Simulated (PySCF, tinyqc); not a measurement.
Inside a calculation (part 1 of 2). Method: RHF in the sto-3g basis, for HF, spin multiplicity 1. The lowest restricted solution is unstable here: a spin-polarised one lies 0.0503 hartree lower (PySCF). Computed by tinyqc, a small Python program that keeps every step (integrals from PySCF). Settings: charge = 0, multiplicity = 1, basis = sto-3g, energy threshold = 1e-08, iteration cap = 86, orthogonalisation = symmetric, start = random, DIIS depth = 3, method = RHF. Command: `OMP_NUM_THREADS=1 python tinyqc.py 24611 24612 out.jsonl` (the two numbers bound the seeds that draw the settings). One thread of a shared host (Intel(R) Xeon(R) Processor @ 2.60GHz), about 0.07 s of CPU time with the checks. Later iterations appear only in the table of the cycle.

## One-electron integrals

Geometry (angstrom):
```
atom,x,y,z
F,0.000000,0.000000,0.000000
H,0.000000,0.000000,1.475000
```

Basis sto-3g: exponents (1/bohr^2) and contraction coefficients of normalised primitives:
```
element,l (shell),exponent,coefficient
F,s (1),166.679130,0.154329
F,s (1),30.360812,0.535328
F,s (1),8.216821,0.444635
F,s (2),6.464803,-0.099967
F,s (2),1.502281,0.399513
F,s (2),0.488588,0.700115
F,p (3),6.464803,0.155916
F,p (3),1.502281,0.607684
F,p (3),0.488588,0.391957
H,s (1),3.425251,0.154329
H,s (1),0.623914,0.535328
H,s (1),0.168855,0.444635
```

Overlap, kinetic and nuclear-attraction integrals over the contracted functions; the nuclear repulsion is the sum of Za Zb / Rab.

nuclear repulsion = 3.22887790 hartree

overlap S:
```
,1F 1s,1F 2s,1F 2px,1F 2py,1F 2pz,2H 1s
1F 1s,1.000000,0.237990,0.000000,0.000000,0.000000,0.013487
1F 2s,0.237990,1.000000,0.000000,0.000000,0.000000,0.171263
1F 2px,0.000000,0.000000,1.000000,0.000000,0.000000,0.000000
1F 2py,0.000000,0.000000,0.000000,1.000000,0.000000,0.000000
1F 2pz,0.000000,0.000000,0.000000,0.000000,1.000000,0.158862
2H 1s,0.013487,0.171263,0.000000,0.000000,0.158862,1.000000
```

kinetic energy T (hartree):
```
,1F 1s,1F 2s,1F 2px,1F 2py,1F 2pz,2H 1s
1F 1s,36.984577,-0.212858,0.000000,0.000000,0.000000,-0.004106
1F 2s,-0.212858,1.037995,0.000000,0.000000,0.000000,-0.013075
1F 2px,0.000000,0.000000,3.248015,0.000000,0.000000,0.000000
1F 2py,0.000000,0.000000,0.000000,3.248015,0.000000,0.000000
1F 2pz,0.000000,0.000000,0.000000,0.000000,3.248015,0.022389
2H 1s,-0.004106,-0.013075,0.000000,0.000000,0.022389,0.760032
```

nuclear attraction V (hartree):
```
,1F 1s,1F 2s,1F 2px,1F 2py,1F 2pz,2H 1s
1F 1s,-77.368344,-9.262191,0.000000,0.000000,-0.005820,-0.537613
1F 2s,-9.262191,-11.899943,0.000000,0.000000,-0.072775,-1.380173
1F 2px,0.000000,0.000000,-11.796889,0.000000,0.000000,0.000000
1F 2py,0.000000,0.000000,0.000000,-11.796889,0.000000,0.000000
1F 2pz,-0.005820,-0.072775,0.000000,0.000000,-11.828826,-1.068708
2H 1s,-0.537613,-1.380173,0.000000,0.000000,-1.068708,-4.440942
```

core Hamiltonian H = T + V (hartree):
```
,1F 1s,1F 2s,1F 2px,1F 2py,1F 2pz,2H 1s
1F 1s,-40.383767,-9.475048,0.000000,0.000000,-0.005820,-0.541719
1F 2s,-9.475048,-10.861948,0.000000,0.000000,-0.072775,-1.393248
1F 2px,0.000000,0.000000,-8.548874,0.000000,0.000000,0.000000
1F 2py,0.000000,0.000000,0.000000,-8.548874,0.000000,0.000000
1F 2pz,-0.005820,-0.072775,0.000000,0.000000,-8.580812,-1.046320
2H 1s,-0.541719,-1.393248,0.000000,0.000000,-1.046320,-3.680910
```

## Two-electron integrals

Functions are numbered as in S; the eight-fold symmetry (ij|kl) = (ji|kl) = (kl|ij) leaves the list below.

Two-electron integrals (ij|kl) in chemists' order, unique and non-zero (hartree):
```
i,j,k,l,(ij|kl)
1,1,1,1,5.403501
2,1,1,1,0.841920
2,1,2,1,0.156299
2,2,1,1,1.268028
2,2,2,1,0.292344
2,2,2,2,0.926167
3,1,3,1,0.027998
3,2,3,1,0.043169
3,2,3,2,0.204588
3,3,1,1,1.264502
3,3,2,1,0.292403
3,3,2,2,0.925959
3,3,3,3,0.997514
4,1,4,1,0.027998
4,2,4,1,0.043169
4,2,4,2,0.204588
4,3,4,3,0.053770
4,4,1,1,1.264502
4,4,2,1,0.292403
4,4,2,2,0.925959
4,4,3,3,0.889973
4,4,4,4,0.997514
5,1,5,1,0.027998
5,2,5,1,0.043169
5,2,5,2,0.204588
5,3,5,3,0.053770
5,4,5,4,0.053770
5,5,1,1,1.264502
5,5,2,1,0.292403
5,5,2,2,0.925959
5,5,3,3,0.889973
5,5,4,4,0.889973
5,5,5,5,0.997514
6,1,1,1,0.048284
6,1,2,1,0.008894
6,1,2,2,0.016554
6,1,3,3,0.016534
6,1,4,4,0.016534
6,1,5,1,0.000332
6,1,5,2,0.000630
6,1,5,5,0.016598
6,1,6,1,0.000510
6,2,1,1,0.141891
6,2,2,1,0.033237
6,2,2,2,0.120103
6,2,3,3,0.118348
6,2,4,4,0.118348
6,2,5,1,0.002195
6,2,5,2,0.018469
6,2,5,5,0.123493
6,2,6,1,0.001918
6,2,6,2,0.020519
6,3,3,1,0.003237
6,3,3,2,0.020148
6,3,5,3,0.003733
6,3,6,3,0.002859
6,4,4,1,0.003237
6,4,4,2,0.020148
6,4,5,4,0.003733
6,4,6,4,0.002859
6,5,1,1,0.105347
6,5,2,1,0.024970
6,5,2,2,0.096835
6,5,3,3,0.093014
6,5,4,4,0.093014
6,5,5,1,0.004613
6,5,5,2,0.033648
6,5,5,5,0.104369
6,5,6,1,0.001487
6,5,6,2,0.020434
6,5,6,5,0.023113
6,6,1,1,0.357096
6,6,2,1,0.084954
6,6,2,2,0.354858
6,6,3,3,0.345929
6,6,4,4,0.345929
6,6,5,1,0.005611
6,6,5,2,0.067972
6,6,5,5,0.372541
6,6,6,1,0.004907
6,6,6,2,0.084475
6,6,6,5,0.099291
6,6,6,6,0.774606
```

## Orthogonalisation

S = U s U^T; symmetric (Loewdin) form X = U s^(-1/2) U^T, so that X^T S X = 1.

eigenvalues of S: 0.696224  0.871287  1.000000  1.000000  1.115230  1.317259

X:
```
,1F 1s,1F 2s,1F 2px,1F 2py,1F 2pz,2H 1s
1F 1s,1.022368,-0.124897,0.000000,0.000000,-0.001341,0.009375
1F 2s,-0.124897,1.034256,0.000000,0.000000,0.010922,-0.090726
1F 2px,0.000000,0.000000,1.000000,0.000000,0.000000,0.000000
1F 2py,0.000000,0.000000,0.000000,1.000000,0.000000,0.000000
1F 2pz,-0.001341,0.010922,0.000000,0.000000,1.009863,-0.082292
2H 1s,0.009375,-0.090726,0.000000,0.000000,-0.082292,1.021523
```

## Starting guess

The start is random orthonormal orbitals; D = 2 C_occ C_occ^T.

D at the start:
```
,1F 1s,1F 2s,1F 2px,1F 2py,1F 2pz,2H 1s
1F 1s,1.904814,-0.393915,-0.134802,0.274948,0.400958,0.337565
1F 2s,-0.393915,2.119200,0.075493,-0.153978,-0.170076,-0.531933
1F 2px,-0.134802,0.075493,1.916273,0.170772,0.255077,0.171648
1F 2py,0.274948,-0.153978,0.170772,1.651686,-0.520266,-0.350100
1F 2pz,0.400958,-0.170076,0.255077,-0.520266,1.276325,-0.859277
2H 1s,0.337565,-0.531933,0.171648,-0.350100,-0.859277,1.765304
```

## Iteration 1: building the Fock matrix

J_ij = sum D_kl (ij|kl), K_ij = sum D_kl (ik|jl); F = H + J - 0.5 K; E = tr D H + tr D J / 2 - 0.25 tr D K + E_nn.

Coulomb J (hartree):
```
,1F 1s,1F 2s,1F 2px,1F 2py,1F 2pz,2H 1s
1F 1s,18.773172,3.594285,0.000081,-0.000165,0.007634,0.204685
1F 2s,3.594285,8.976801,0.026168,-0.053374,0.007970,1.167439
1F 2px,0.000081,0.026168,8.994006,0.018365,0.028713,0.005056
1F 2py,-0.000165,-0.053374,0.018365,8.965552,-0.058564,-0.010312
1F 2pz,0.007634,0.007970,0.028713,-0.058564,8.947221,0.958361
2H 1s,0.204685,1.167439,0.005056,-0.010312,0.958361,4.166630
```

exchange K (hartree):
```
,1F 1s,1F 2s,1F 2px,1F 2py,1F 2pz,2H 1s
1F 1s,10.119696,1.896666,-0.145505,0.296778,0.467621,0.235267
1F 2s,1.896666,2.920366,0.063885,-0.130303,-0.208847,0.260148
1F 2px,-0.145505,0.063885,2.501213,0.161165,0.257334,0.092337
1F 2py,0.296778,-0.130303,0.161165,2.251511,-0.524869,-0.188335
1F 2pz,0.467621,-0.208847,0.257334,-0.524869,1.746641,-0.042363
2H 1s,0.235267,0.260148,0.092337,-0.188335,-0.042363,1.187110
```

Fock matrix F (hartree):
```
,1F 1s,1F 2s,1F 2px,1F 2py,1F 2pz,2H 1s
1F 1s,-26.670443,-6.829097,0.072833,-0.148554,-0.231996,-0.454668
1F 2s,-6.829097,-3.345329,-0.005774,0.011778,0.039618,-0.355882
1F 2px,0.072833,-0.005774,-0.805475,-0.062218,-0.099954,-0.041113
1F 2py,-0.148554,0.011778,-0.062218,-0.709078,0.203871,0.083856
1F 2pz,-0.231996,0.039618,-0.099954,0.203871,-0.506911,-0.066777
2H 1s,-0.454668,-0.355882,-0.041113,0.083856,-0.066777,-0.107835
```

total energy of this density = -93.78823662 hartree

## Iteration 1: diagonalisation and new density

Diagonalise F' = X^T F X, C = X C', fill 5 alpha and 5 beta electrons from the bottom; D = 2 C_occ C_occ^T. Each column has its largest component positive (the first on a tie).

F' = X^T F X (hartree):
```
,1,2,3,4,5,6
1,-26.192305,-3.457287,0.074932,-0.152835,-0.246084,-0.062289
2,-3.457287,-2.172991,-0.012430,0.025353,0.072878,-0.115607
3,0.074932,-0.012430,-0.805475,-0.062218,-0.097717,-0.032566
4,-0.152835,0.025353,-0.062218,-0.709078,0.199309,0.066422
5,-0.246084,0.072878,-0.097717,0.199309,-0.504796,-0.027569
6,-0.062289,-0.115607,-0.032566,0.066422,-0.027569,-0.064789
```

orbital energies (hartree): MO1 -26.683362, MO2 -1.702638, MO3 -0.837622, MO4 -0.835979, MO5 -0.340361, MO6 -0.049473

coefficients C:
```
,MO1,MO2,MO3,MO4,MO5,MO6
1F 1s,0.994860,-0.263390,0.001773,0.000000,-0.035931,0.022590
1F 2s,0.020594,1.028607,-0.004414,0.000000,0.105214,-0.155202
1F 2px,-0.002749,0.016488,-0.363190,0.897890,-0.243889,-0.046100
1F 2py,0.005608,-0.033629,0.740777,0.440220,0.497446,0.094027
1F 2pz,0.008913,-0.074994,-0.553533,0.000000,0.838871,-0.104442
2H 1s,-0.001139,-0.018065,-0.055508,0.000000,-0.111566,1.021149
```

D after iteration 1:
```
,1F 1s,1F 2s,1F 2px,1F 2py,1F 2pz,2H 1s
1F 1s,2.120828,-0.508449,0.002083,-0.004248,-0.005005,0.015071
1F 2s,-0.508449,2.139094,-0.014310,0.029186,0.027498,-0.060197
1F 2px,0.002083,-0.014310,1.995750,0.008669,-0.009630,0.094150
1F 2py,-0.004248,0.029186,0.008669,1.982318,0.019641,-0.192032
1F 2pz,-0.005005,0.027498,-0.009630,0.019641,2.031615,-0.123039
2H 1s,0.015071,-0.060197,0.094150,-0.192032,-0.123039,0.031711
```

## Iteration 2: building the Fock matrix

As before.

Coulomb J (hartree):
```
,1F 1s,1F 2s,1F 2px,1F 2py,1F 2pz,2H 1s
1F 1s,20.885215,4.002044,-0.000509,0.001039,0.000882,0.227867
1F 2s,4.002044,9.911328,-0.001881,0.003837,0.002490,1.241955
1F 2px,-0.000509,-0.001881,9.902572,0.000932,-0.000333,-0.000097
1F 2py,0.001039,0.003837,0.000932,9.901127,0.000678,0.000197
1F 2pz,0.000882,0.002490,-0.000333,0.000678,9.903861,0.984073
2H 1s,0.227867,1.241955,-0.000097,0.000197,0.984073,3.556802
```

exchange K (hartree):
```
,1F 1s,1F 2s,1F 2px,1F 2py,1F 2pz,2H 1s
1F 1s,11.106666,1.945140,-0.000249,0.000507,0.000248,0.118740
1F 2s,1.945140,3.227513,-0.002439,0.004975,0.004190,0.372527
1F 2px,-0.000249,-0.002439,2.656573,0.008182,0.000021,0.029966
1F 2py,0.000507,0.004975,0.008182,2.643897,-0.000043,-0.061120
1F 2pz,0.000248,0.004190,0.000021,-0.000043,2.664716,0.219130
2H 1s,0.118740,0.372527,0.029966,-0.061120,0.219130,0.092573
```

Fock matrix F (hartree):
```
,1F 1s,1F 2s,1F 2px,1F 2py,1F 2pz,2H 1s
1F 1s,-25.051885,-6.445574,-0.000385,0.000785,-0.005061,-0.373222
1F 2s,-6.445574,-2.564376,-0.000662,0.001350,-0.072380,-0.337556
1F 2px,-0.000385,-0.000662,0.025411,-0.003158,-0.000343,-0.015080
1F 2py,0.000785,0.001350,-0.003158,0.030305,0.000700,0.030757
1F 2pz,-0.005061,-0.072380,-0.000343,0.000700,-0.009308,-0.171811
2H 1s,-0.373222,-0.337556,-0.015080,0.030757,-0.171811,-0.170394
```

total energy of this density = -97.93180598 hartree

## Iteration 2: DIIS over 2 matrices

error matrix X^T (FDS - SDF) X:
```
,1,2,3,4,5,6
1,0.000000,0.007142,0.005806,-0.011842,0.001154,-0.129810
2,-0.007142,0.000000,-0.005864,0.011961,0.015733,0.182085
3,-0.005806,0.005864,0.000000,0.000000,0.013738,0.041443
4,0.011842,-0.011961,0.000000,0.000000,-0.028021,-0.084530
5,-0.001154,-0.015733,-0.013738,0.028021,0.000000,0.315387
6,0.129810,-0.182085,-0.041443,0.084530,-0.315387,0.000000
```

B (overlaps of the stored error matrices):
```
,1,2
1,3.6734324e+02,1.6652764e+00
2,1.6652764e+00,3.1992532e-01
```

Minimise |sum c_i e_i|^2 with sum c_i = 1: solve [B -1; -1 0][c; lambda] = [0; -1] with B_ij = tr e_i^T e_j, and take F = sum c_i F_i.

DIIS coefficients: -0.003693  1.003693

extrapolated F (hartree):
```
,1F 1s,1F 2s,1F 2px,1F 2py,1F 2pz,2H 1s
1F 1s,-25.045908,-6.444158,-0.000655,0.001337,-0.004223,-0.372921
1F 2s,-6.444158,-2.561492,-0.000643,0.001311,-0.072794,-0.337488
1F 2px,-0.000655,-0.000643,0.028479,-0.002940,0.000025,-0.014984
1F 2py,0.001337,0.001311,-0.002940,0.033035,-0.000051,0.030561
1F 2pz,-0.004223,-0.072794,0.000025,-0.000051,-0.007471,-0.172199
2H 1s,-0.372921,-0.337488,-0.014984,0.030561,-0.172199,-0.170625
```

## Iteration 2: diagonalisation and new density

As before.

F' = X^T F X (hartree):
```
,1,2,3,4,5,6
1,-24.579503,-3.357320,-0.000730,0.001490,-0.004000,-0.011629
2,-3.357320,-1.413649,0.000777,-0.001584,-0.051149,-0.158430
3,-0.000730,0.000777,0.028479,-0.002940,0.001252,-0.015256
4,0.001490,-0.001584,-0.002940,0.033035,-0.002553,0.031117
5,-0.004000,-0.051149,0.001252,-0.002553,0.018615,-0.161225
6,-0.011629,-0.158430,-0.015256,0.031117,-0.161225,-0.107138
```

orbital energies (hartree): MO1 -25.056303, MO2 -0.971307, MO3 -0.188124, MO4 0.027037, MO5 0.032494, MO6 0.136041

coefficients C:
```
,MO1,MO2,MO3,MO4,MO5,MO6
1F 1s,0.994662,-0.260209,0.059192,0.000000,0.001752,-0.018885
1F 2s,0.021644,1.002477,-0.275397,0.000000,-0.003519,0.111129
1F 2px,0.000025,0.001948,0.051788,0.897890,-0.426200,0.097270
1F 2py,-0.000052,-0.003972,-0.105629,0.440220,0.869294,-0.198395
1F 2pz,0.000554,0.076414,0.504396,0.000000,0.252925,0.838147
2H 1s,-0.002125,0.099232,0.779439,0.000000,-0.055897,-0.661890
```

D after iteration 2:
```
,1F 1s,1F 2s,1F 2px,1F 2py,1F 2pz,2H 1s
1F 1s,2.121136,-0.511264,0.003674,-0.007493,0.021933,0.036207
1F 2s,-0.511264,2.162570,-0.021619,0.044095,-0.126368,-0.230054
1F 2px,0.003674,-0.021619,1.981077,0.038596,-0.163052,0.128764
1F 2py,-0.007493,0.044095,0.038596,1.921279,0.332568,-0.262632
1F 2pz,0.021933,-0.126368,-0.163052,0.332568,0.648452,0.773180
2H 1s,0.036207,-0.230054,0.128764,-0.262632,0.773180,1.241003
```

## Iteration 3: building the Fock matrix

As before.

Coulomb J (hartree):
```
,1F 1s,1F 2s,1F 2px,1F 2py,1F 2pz,2H 1s
1F 1s,19.641654,3.718283,-0.000827,0.001687,0.003429,0.211804
1F 2s,3.718283,9.143554,-0.003340,0.006812,0.078121,1.191188
1F 2px,-0.000827,-0.003340,9.168660,0.004151,-0.016573,-0.001328
1F 2py,0.001687,0.006812,0.004151,9.162230,0.033804,0.002710
1F 2pz,0.003429,0.078121,-0.016573,0.033804,9.073571,0.979352
2H 1s,0.211804,1.191188,-0.001328,0.002710,0.979352,4.088880
```

exchange K (hartree):
```
,1F 1s,1F 2s,1F 2px,1F 2py,1F 2pz,2H 1s
1F 1s,11.066643,1.884855,0.000039,-0.000080,0.002126,0.116250
1F 2s,1.884855,2.967712,-0.005375,0.010963,-0.014190,0.429554
1F 2px,0.000039,-0.005375,2.572292,0.036424,-0.141422,0.026215
1F 2py,-0.000080,0.010963,0.036424,2.515858,0.288450,-0.053469
1F 2pz,0.002126,-0.014190,-0.141422,0.288450,1.489279,0.511105
2H 1s,0.116250,0.429554,0.026215,-0.053469,0.511105,1.140857
```

Fock matrix F (hartree):
```
,1F 1s,1F 2s,1F 2px,1F 2py,1F 2pz,2H 1s
1F 1s,-26.275435,-6.699193,-0.000847,0.001728,-0.003454,-0.388040
1F 2s,-6.699193,-3.202250,-0.000652,0.001331,0.012441,-0.416836
1F 2px,-0.000847,-0.000652,-0.666360,-0.014062,0.054138,-0.014436
1F 2py,0.001728,0.001331,-0.014062,-0.644573,-0.110421,0.029444
1F 2pz,-0.003454,0.012441,0.054138,-0.110421,-0.251880,-0.322520
2H 1s,-0.388040,-0.416836,-0.014436,0.029444,-0.322520,-0.162458
```

total energy of this density = -98.33788118 hartree

## Iteration 3: DIIS over 3 matrices

error matrix X^T (FDS - SDF) X:
```
,1,2,3,4,5,6
1,0.000000,-0.000624,0.000812,-0.001657,0.005185,-0.001515
2,0.000624,0.000000,-0.015705,0.032032,-0.116153,0.068690
3,-0.000812,0.015705,0.000000,0.000000,0.020741,-0.051333
4,0.001657,-0.032032,0.000000,0.000000,-0.042304,0.104701
5,-0.005185,0.116153,-0.020741,0.042304,0.000000,-0.288940
6,0.001515,-0.068690,0.051333,-0.104701,0.288940,0.000000
```

B (overlaps of the stored error matrices):
```
,1,2,3
1,3.6734324e+02,1.6652764e+00,-2.1117938e-02
2,1.6652764e+00,3.1992532e-01,-1.7851527e-01
3,-2.1117938e-02,-1.7851527e-01,2.3763835e-01
```

As before.

DIIS coefficients: -0.001924  0.459437  0.542487

extrapolated F (hartree):
```
,1F 1s,1F 2s,1F 2px,1F 2py,1F 2pz,2H 1s
1F 1s,-25.712531,-6.582421,-0.000777,0.001584,-0.003753,-0.381104
1F 2s,-6.582421,-2.908912,-0.000647,0.001319,-0.026581,-0.380529
1F 2px,-0.000777,-0.000647,-0.348267,-0.008960,0.029404,-0.014680
1F 2py,0.001584,0.001319,-0.008960,-0.334385,-0.059973,0.029943
1F 2pz,-0.003753,-0.026581,0.029404,-0.059973,-0.139943,-0.253771
2H 1s,-0.381104,-0.380529,-0.014680,0.029943,-0.253771,-0.166209
```

## Iteration 3: diagonalisation and new density

As before.

F' = X^T F X (hartree):
```
,1,2,3,4,5,6
1,-25.246430,-3.375954,-0.000890,0.001816,-0.009886,-0.011344
2,-3.375954,-1.750840,0.001081,-0.002205,0.003148,-0.178517
3,-0.000890,0.001081,-0.348267,-0.008960,0.030896,-0.017365
4,0.001816,-0.002205,-0.008960,-0.334385,-0.063016,0.035418
5,-0.009886,0.003148,0.030896,-0.063016,-0.101840,-0.240022
6,-0.011344,-0.178517,-0.017365,0.035418,-0.240022,-0.083886
```

orbital energies (hartree): MO1 -25.721936, MO2 -1.301381, MO3 -0.357704, MO4 -0.352660, MO5 -0.302909, MO6 0.170941

coefficients C:
```
,MO1,MO2,MO3,MO4,MO5,MO6
1F 1s,0.994968,-0.262137,0.015107,0.000000,0.032806,0.030704
1F 2s,0.020446,1.016749,-0.072923,0.000000,-0.163280,-0.165710
1F 2px,0.000029,0.000601,-0.366277,0.897890,0.234939,-0.066618
1F 2py,-0.000060,-0.001226,0.747073,0.440220,-0.479191,0.135877
1F 2pz,0.000460,0.024706,0.464042,0.000000,0.513699,-0.739516
2H 1s,-0.001958,0.058316,0.240462,0.000000,0.600919,0.797665
```

D after iteration 3:
```
,1F 1s,1F 2s,1F 2px,1F 2py,1F 2pz,2H 1s
1F 1s,2.119964,-0.505285,0.004091,-0.008344,0.035689,0.012223
1F 2s,-0.505285,2.132349,-0.022079,0.045032,-0.185174,-0.112802
1F 2px,0.004091,-0.022079,1.991124,0.018104,-0.098530,0.106278
1F 2py,-0.008344,0.045032,0.018104,1.963075,0.200966,-0.216768
1F 2pz,0.035689,-0.185174,-0.098530,0.200966,0.959664,0.843431
2H 1s,0.012223,-0.112802,0.106278,-0.216768,0.843431,0.844660
```

## Iteration 4: building the Fock matrix

As before.

Coulomb J (hartree):
```
,1F 1s,1F 2s,1F 2px,1F 2py,1F 2pz,2H 1s
1F 1s,19.970377,3.793693,-0.000989,0.002018,-0.001955,0.216001
1F 2s,3.793693,9.354078,-0.004398,0.008971,0.037335,1.204355
1F 2px,-0.000989,-0.004398,9.369803,0.001947,-0.009802,-0.000991
1F 2py,0.002018,0.008971,0.001947,9.366787,0.019994,0.002022
1F 2pz,-0.001955,0.037335,-0.009802,0.019994,9.299352,0.978688
2H 1s,0.216001,1.204355,-0.000991,0.002022,0.978688,3.931302
```

exchange K (hartree):
```
,1F 1s,1F 2s,1F 2px,1F 2py,1F 2pz,2H 1s
1F 1s,11.075431,1.900882,-0.000020,0.000042,0.001540,0.117713
1F 2s,1.900882,3.038345,-0.008869,0.018090,-0.060249,0.445959
1F 2px,-0.000020,-0.008869,2.599557,0.017085,-0.082705,0.024559
1F 2py,0.000042,0.018090,0.017085,2.573086,0.168688,-0.050091
1F 2pz,0.001540,-0.060249,-0.082705,0.168688,1.809977,0.532926
2H 1s,0.117713,0.445959,0.024559,-0.050091,0.532926,0.871754
```

Fock matrix F (hartree):
```
,1F 1s,1F 2s,1F 2px,1F 2py,1F 2pz,2H 1s
1F 1s,-25.951106,-6.631796,-0.000979,0.001997,-0.008544,-0.384574
1F 2s,-6.631796,-3.027042,0.000036,-0.000074,-0.005316,-0.411872
1F 2px,-0.000979,0.000036,-0.478850,-0.006596,0.031550,-0.013271
1F 2py,0.001997,-0.000074,-0.006596,-0.468630,-0.064351,0.027067
1F 2pz,-0.008544,-0.005316,0.031550,-0.064351,-0.186448,-0.334094
2H 1s,-0.384574,-0.411872,-0.013271,0.027067,-0.334094,-0.185484
```

total energy of this density = -98.41430156 hartree

## Iteration 4: DIIS over 3 matrices

error matrix X^T (FDS - SDF) X:
```
,1,2,3,4,5,6
1,0.000000,0.000232,0.000878,-0.001790,0.005957,-0.006052
2,-0.000232,0.000000,-0.005318,0.010846,-0.031735,0.031551
3,-0.000878,0.005318,0.000000,0.000000,0.016507,-0.019400
4,0.001790,-0.010846,0.000000,0.000000,-0.033669,0.039569
5,-0.005957,0.031735,-0.016507,0.033669,0.000000,-0.017833
6,0.006052,-0.031551,0.019400,-0.039569,0.017833,0.000000
```

B (overlaps of the stored error matrices):
```
,1,2,3
1,3.1992532e-01,-1.7851527e-01,-4.7514081e-03
2,-1.7851527e-01,2.3763835e-01,3.6772098e-02
3,-4.7514081e-03,3.6772098e-02,1.1781554e-02
```

As before.

DIIS coefficients: -0.100415  -0.255570  1.355985

extrapolated F (hartree):
```
,1F 1s,1F 2s,1F 2px,1F 2py,1F 2pz,2H 1s
1F 1s,-25.958513,-6.633271,-0.001072,0.002187,-0.010195,-0.384829
1F 2s,-6.633271,-3.028723,0.000282,-0.000576,-0.003120,-0.418065
1F 2px,-0.001072,0.000282,-0.481563,-0.005033,0.028980,-0.012791
1F 2py,0.002187,-0.000576,-0.005033,-0.473765,-0.059108,0.026089
1F 2pz,-0.010195,-0.003120,0.028980,-0.059108,-0.187513,-0.353348
2H 1s,-0.384829,-0.418065,-0.012791,0.026089,-0.353348,-0.192885
```
